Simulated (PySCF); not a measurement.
Compound: C₄H₆O.
SMILES with atom numbers: `[CH:1]#[C:2][O:3][CH2:4][CH3:5]` (hydrogens: H6 on C1; H7, H8 on C4; H9, H10, H11 on C5)

The calculation used PySCF 2.14.0, PBE0-D3(BJ)/def2-SVP geometry optimisation, gas phase.

Problem. What internal coordinates does the optimisation give?

Solution. 
```json
{"bond": "C1≡C2", "length (Å)": "1.211"}
{"bond": "C2–O3", "length (Å)": "1.292"}
{"bond": "O3–C4", "length (Å)": "1.437"}
{"bond": "C4–C5", "length (Å)": "1.509"}
{"bond": "C1–H6", "length (Å)": "1.072"}
{"bond": "C4–H7, C4–H8", "length (Å)": "1.101"}
{"bond": "C5–H9, C5–H10, C5–H11", "length (Å)": "1.100"}
```

Bonds in one row agree within 0.01 Å and their mean is given. A selection of angles:
```json
{"angle": "C2–C1–H6", "degrees": "179.2"}
{"angle": "C1–C2–O3", "degrees": "178.8"}
{"angle": "C2–O3–C4", "degrees": "116.3"}
{"angle": "O3–C4–C5", "degrees": "112.2"}
{"angle": "O3–C4–H7", "degrees": "108.5"}
{"angle": "O3–C4–H8", "degrees": "104.3"}
{"angle": "C5–C4–H7", "degrees": "111.5"}
{"angle": "H7–C4–H8", "degrees": "108.4"}
{"angle": "C4–C5–H9", "degrees": "110.9"}
{"angle": "C4–C5–H10", "degrees": "109.9"}
{"angle": "H9–C5–H10", "degrees": "108.2"}
{"angle": "H9–C5–H11", "degrees": "108.5"}
```

Dihedral angles: C2–O3–C4–C5 69° (synclinal). The mirror-image conformer, all signs reversed, is as good.

The C–C distances run from 1.211 Å (C1≡C2, drawn triple) to 1.509 Å (C4–C5, drawn single), a spread of 0.298 Å. The 2 C–O bonds span 1.292 Å (C2–O3, drawn single) to 1.437 Å (O3–C4, drawn single), a spread of 0.145 Å. O3 (ether oxygen) is bent (angle 116.3°). Of the pairs four or more bonds apart, C2···H9 is among the closest relative to their van der Waals radii: 2.74 Å, 95 % of the sum of Bondi's values.

Point group: C1 (no symmetry element, even within 0.4 Å). No PBE0-D3(BJ)/def2-SVP frequencies stand behind this structure, so it isn't proved a minimum. One conformer, not necessarily the lowest.
